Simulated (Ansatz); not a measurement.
A nudged elastic band was laid between two geometries of CH$_{6}$FN$_{3}$ (11 atoms, charge 0, multiplicity 1).

Level of theory: Ansatz, RKS PBE-D4/6-31G*.

```
movable images  : 7
climbing image  : yes
spring          : 5.0 eV/Å²
optimiser       : quadratic models (default)
start path      : IDPP
force threshold : 0.05 eV/Å
iteration limit : 46
end points      : relaxed
```

Image 0:

```xyz
11
Properties=species:S:1:pos:R:3
N -0.268 1.286 0.404
C 0.290 0.004 -0.008
N 0.223 -0.868 1.115
N -0.262 -0.717 -1.150
F 1.609 0.329 -0.424
H -0.190 1.949 -0.375
H -1.263 1.163 0.619
H 0.686 -1.752 0.888
H 0.682 -0.426 1.916
H -0.185 -0.128 -1.985
H -1.257 -0.898 -0.979
```

Image 8:

```xyz
11
Properties=species:S:1:pos:R:3
N -0.682 1.124 0.228
C 0.163 -0.024 -0.021
N 0.113 -0.917 1.091
N -0.182 -0.763 -1.216
F 1.513 0.434 -0.275
H -0.459 1.835 -0.479
H -0.446 1.546 1.136
H 0.701 -1.725 0.865
H 0.496 -0.469 1.930
H 0.045 -0.187 -2.033
H -1.198 -0.910 -1.208
```

Task: Which bonds break or form, and what moves?

Result: No bond is made or broken. The height of N1 over the plane of its neighbours goes from 0.39 to -0.41 Å.

Task: What energy profile does the band end with?

Result: The forces met the threshold. The highest image is number 4 of 0 to 8, 0.185 eV above the first end and 0.181 eV above the last; the last end lies 0.004 eV above the first. A vibrational analysis at the climbing image gives one clearly imaginary mode, 621i cm⁻¹: a first-order saddle point.

```json
{"image": "0", "path coordinate (Å)": "0.00", "energy (eV)": "0.000", "height of N1 over the plane of its neighbours (Å)": "0.39"}
{"image": "1", "path coordinate (Å)": "0.20", "energy (eV)": "0.004", "height of N1 over the plane of its neighbours (Å)": "0.39"}
{"image": "2", "path coordinate (Å)": "0.40", "energy (eV)": "0.028", "height of N1 over the plane of its neighbours (Å)": "0.34"}
{"image": "3", "path coordinate (Å)": "0.60", "energy (eV)": "0.116", "height of N1 over the plane of its neighbours (Å)": "0.19"}
{"image": "4", "path coordinate (Å)": "0.80", "energy (eV)": "0.185", "height of N1 over the plane of its neighbours (Å)": "-0.01"}
{"image": "5", "path coordinate (Å)": "1.07", "energy (eV)": "0.080", "height of N1 over the plane of its neighbours (Å)": "-0.28"}
{"image": "6", "path coordinate (Å)": "1.34", "energy (eV)": "0.027", "height of N1 over the plane of its neighbours (Å)": "-0.38"}
{"image": "7", "path coordinate (Å)": "1.61", "energy (eV)": "0.010", "height of N1 over the plane of its neighbours (Å)": "-0.40"}
{"image": "8", "path coordinate (Å)": "1.88", "energy (eV)": "0.004", "height of N1 over the plane of its neighbours (Å)": "-0.41"}
```

Task: What is the geometry of the highest image?

Result: 
```xyz
11
Properties=species:S:1:pos:R:3
N -0.460 1.209 0.230
C 0.237 0.000 -0.035
N 0.145 -0.834 1.123
N -0.165 -0.810 -1.191
F 1.582 0.370 -0.367
H -0.279 2.034 -0.327
H -1.117 1.255 0.997
H 0.576 -1.736 0.903
H 0.652 -0.397 1.898
H 0.084 -0.280 -2.034
H -1.190 -0.868 -1.176
```

Task: What are the harmonic wavenumbers there?

Result: 621i, 144, 274, 374, 385, 446, 495, 510, 549, 790, 835, 872, 931, 1041, 1060, 1243, 1338, 1357, 1571, 1625, 1628, 3393, 3428, 3488, 3528, 3574, 3706 cm⁻¹.

The band took 6 iterations and of the order of 5 core-minutes.

Run time: 5.4 min on 1 thread of Intel(R) Xeon(R) Processor @ 2.50GHz (Skylake/Cascade Lake), with other jobs on the host, peak memory 0.18 GiB.
